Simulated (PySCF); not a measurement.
## Working out the ionisation energy of F

F [He] 2s2 2p5 (2P) → F⁺ [He] 2s2 2p4 (3P). All numbers are calculated (PySCF 2.14, the non-relativistic Hamiltonian (point nucleus), in cc-pVDZ (3s2p1d, 14 functions)). Frozen: 1s2. Energies in hartree (1 hartree = 27.21139 eV):

| part | F (lower) | F⁺ (upper) |
| --- | --- | --- |
| UHF | -99.375240 | -98.800485 |
| CCSD correlation | -0.151450 | -0.112345 |
| (T) | -0.000884 | -0.000779 |

Question: What does Hartree-Fock give?

Answer: (-98.800485) − (-99.375240) = 0.574755 hartree = 15.640 eV.

Question: What do CCSD and CCSD(T) give?

Answer: The CCSD correlation energies differ by 0.039105 hartree = 1.064 eV and the triples by 0.000105 hartree = 0.003 eV, so CCSD gives 16.704 eV and CCSD(T) 16.707 eV.

Measured between the centres of the two terms (NIST): 17.427 eV, so CCSD(T) (valence) is off by -0.720 eV.

A double-zeta basis recovers only part of the correlation energy.

What remains against the reference includes basis incompleteness, the frozen core and higher excitations.
